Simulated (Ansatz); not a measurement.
in.yaml

```yaml
crystal:
  periodic: [false, false, false]
  atoms:
    - {symbol: Al, position_ang: [0.000000, 0.000000, 0.000000]}
    - {symbol: As, position_ang: [0.000000, 0.000000, 2.162000]}
basis:
  gaussian: {orbitals: 6-31G}
magnetization: {spin_polarized: false, initial_magnetization: 2}
correlation: {method: fic_mrcisd_q, electrons: outside_noble_gas, active_space: {window: {electrons: 4, orbitals: 8}, states: [{multiplicity: 3, weights: [0.5, 1, 0.5, 0.5]}]}}
accuracy: high
```

```sh
$ ansatz run in.yaml --threads 1 --pin off --events-out ev --progress --plain --max-ram 2393MiB
```

Output:

```
683 factors; integrals over basis functions are off by at most 4.5e-9 eV
mean field evaluation 1: about -67366.4525 eV, gradient 8.1e0 eV
mean field evaluation 2: about -67366.4958 eV, gradient 8.2e0 eV
mean field evaluation 4: about -67367.0378 eV, gradient 1.3e0 eV
mean field evaluation 8: about -67367.0623 eV, gradient 3.6e-1 eV
mean field evaluation 16: about -67367.0749 eV, gradient 2.7e-7 eV
mean field evaluation 32: about -67366.9270 eV, gradient 3.3e-6 eV
mean field evaluation 64: about -67366.8025 eV, gradient 1.8e0 eV
mean field -67367.07490496 eV, -2475.6943397137 hartree, gradient 1.6e-8 eV, S^2 2.000000; 9 other end points of the search recorded, 0 dependent functions left out
reference -67367.07490496 eV, -2475.6943397137 hartree; 24, 22 occupied and 18, 20 virtual orbitals, 683 factors
state -67367.74272120 eV, -2475.7188815082 hartree
state -67367.74046488 eV, -2475.7187985897 hartree
state -67367.49816733 eV, -2475.7098943190 hartree
state -67365.06871040 eV, -2475.6206134235 hartree
contracted CI cycle   1: correlation 0.00000000 eV, 0.0000000000 hartree, residual 7.99e0 eV
contracted CI cycle   2: correlation -1.51337087 eV, -0.0556153538 hartree, residual 1.74e0 eV
contracted CI cycle   3: correlation -1.63612759 eV, -0.0601265801 hartree, residual 7.86e-1 eV
...
state -67367.74272120 eV, -2475.7188815082 hartree; corrected -67369.57922299 eV, -2475.7863717040 hartree
...
state -67367.74046488 eV, -2475.7187985897 hartree; corrected -67369.57941526 eV, -2475.7863787697 hartree
...
state -67367.49816733 eV, -2475.7098943190 hartree; corrected -67368.91318933 eV, -2475.7618954184 hartree
...
state -67365.06871040 eV, -2475.6206134235 hartree; corrected -67366.51682281 eV, -2475.6738305733 hartree
state -67367.73459782 eV, -2475.7185829794 hartree
state -67367.73427648 eV, -2475.7185711703 hartree
state -67367.49484908 eV, -2475.7097723756 hartree
state -67365.06171997 eV, -2475.6203565299 hartree
...
state -67367.73459782 eV, -2475.7185829794 hartree; corrected -67369.57794647 eV, -2475.7863247929 hartree
...
state -67367.73427648 eV, -2475.7185711703 hartree; corrected -67369.56887936 eV, -2475.7859915826 hartree
...
state -67367.49484908 eV, -2475.7097723756 hartree; corrected -67368.92280083 eV, -2475.7622486347 hartree
...
contracted CI cycle  18: correlation -1.37617884 eV, -0.0505736396 hartree, residual 5.32e-5 eV
contracted CI cycle  19: correlation -1.37617884 eV, -0.0505736397 hartree, residual 2.15e-5 eV
contracted CI cycle  20: correlation -1.37617884 eV, -0.0505736397 hartree, residual 8.87e-6 eV
contracted CI cycle  21: correlation -1.37617884 eV, -0.0505736397 hartree, residual 4.18e-6 eV
contracted CI cycle  22: correlation -1.37617884 eV, -0.0505736397 hartree, residual 2.58e-6 eV
contracted CI cycle  23: correlation -1.37617884 eV, -0.0505736397 hartree, residual 2.79e-6 eV
contracted CI cycle  24: correlation -1.37617884 eV, -0.0505736397 hartree, residual 2.90e-6 eV
contracted CI cycle  25: correlation -1.37617884 eV, -0.0505736397 hartree, residual 1.70e-6 eV
contracted CI cycle  26: correlation -1.37617884 eV, -0.0505736397 hartree, residual 6.96e-7 eV
contracted CI cycle  27: correlation -1.37617884 eV, -0.0505736397 hartree, residual 2.95e-7 eV
state -67365.06171997 eV, -2475.6203565299 hartree; corrected -67366.52963643 eV, -2475.6743014650 hartree
state -67367.74272120 eV, -2475.7188815082 hartree; corrected -67369.57922299 eV, -2475.7863717040 hartree
state -67367.74046488 eV, -2475.7187985897 hartree; corrected -67369.57941526 eV, -2475.7863787697 hartree
state -67367.49816733 eV, -2475.7098943190 hartree; corrected -67368.91318933 eV, -2475.7618954184 hartree
state -67365.06871040 eV, -2475.6206134235 hartree; corrected -67366.51682281 eV, -2475.6738305733 hartree
WARN: part of the search for orbitals was left unfinished (see `second_try_failure`), so a lower minimum may have been missed
the orbitals are reached from those of the next higher spin: the first search ends at -67367.15175374 eV, -2475.6971638546 hartree
Total energy: -67368.83361313 eV, -2475.7589710470 hartree
```

The total printed last is the weighted mean of the 4 states, 0.746 eV above the lowest of them, and is no single state's energy.

Ran on 1 thread of Arm Neoverse V2, shared host: 40 s wall, 0.29 GiB peak host memory.
